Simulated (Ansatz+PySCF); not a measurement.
Values are calculated unless marked as measured or tabulated.
## PySCF 2.14.0 run

```python
from pyscf import gto, scf

mol = gto.M(atom="""
H 0.000000 0.000000 -1.700810
C 0.000000 0.000000 -0.533430
C 0.000000 0.000000 0.816900
""", basis='def2-svp', charge=-1, spin=0)
mf = scf.RHF(mol)
mf.init_guess = 'atom'
mf.kernel()
while True:  # follow internal instabilities
    mo, _, stable, _ = mf.stability(return_status=True)
    if stable: break
    mf.kernel(mf.make_rdm1(mo, mf.mo_occ))
print(mf.converged, mf.e_tot, mf.spin_square()[0])
```

The script is written out from the run's settings.

Results

* Converged: yes
* Total energy: -76.10389 hartree
* Spin squared of the determinant: 0.000

Caution: no diffuse functions for an anion.
